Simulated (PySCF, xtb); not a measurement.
## Two structures of BNS

Structure X is a singlet given by its coordinates and structure Y is the triplet with the links of `B#[N+][S-]`. Both are isolated molecules in the gas phase, relaxed with PBE0-D4/def2-TZVP.

X (Å):

```yaml
atoms:
  - { symbol: B, position_ang: [-0.1840, 0.2263, -0.4084] }
  - { symbol: N, position_ang: [0.5878, -0.6365, -1.0685] }
  - { symbol: S, position_ang: [-1.1502, 1.2919, 0.4130] }
```

Close contacts (Å): B1–N2 1.33, B1–S3 1.66.

Y (Å):

```xyz
3

B     1.1906    0.5485   -0.1820
N     0.2497   -0.2887   -0.1497
S    -0.9298   -1.3424   -0.1103
```

Task: Which of the two would you expect CCSD(T)/def2-TZVPP electronic energies to favour?

Result: Structure X; the calculation gives E(Y) − E(X) = +21.8 kcal/mol.

The same difference at several levels:

```
             level           geometry  E(Y) − E(X) (kcal/mol)  departure from the last row (kcal/mol)  job, with rough time for the two
 PBE0-D4/def2-TZVP  PBE0-D4/def2-TZVP                      −2.3                                   −24.1                optimisation, 95 s
     HF/def2-TZVPP  PBE0-D4/def2-TZVP                      +1.2                                   −20.6           part of the CCSD(T) run
    MP2/def2-TZVPP  PBE0-D4/def2-TZVP                      +7.8                                   −13.9           part of the CCSD(T) run
CCSD(T)/def2-TZVPP  PBE0-D4/def2-TZVP                     +21.8                                                     single point, 2.1 min
```

PBE0-D4/def2-TZVP puts the two in the other order. The largest departure from CCSD(T)/def2-TZVPP is that of PBE0-D4/def2-TZVP, 24.1 kcal/mol. At CCSD(T)/def2-TZVPP a triplet with the links of X lies below this singlet. Levels run at GFN2-xTB geometries aren't shown. The triplet state of Y needn't be its ground state.

With thermal terms from frequencies at re-optimised GFN2-xTB minima (ideal gas, soft modes damped towards free rotors, one conformer each, 298.15 K, 1 atm): on the last row, ΔE + ΔZPE = +21.7, ΔH = +22.0, ΔG = +21.0 kcal/mol.

The T1 diagnostic of structure X is large, so the coupled-cluster value is less sure. Open shells are spin-unrestricted. The correlated steps freeze 7 core orbitals. ΔG holds the spin degeneracy. Programs: PySCF 2.14.0, xtb 6.7.1; the last row on 2 threads of Intel(R) Xeon(R) Processor @ 2.70GHz on a shared host.
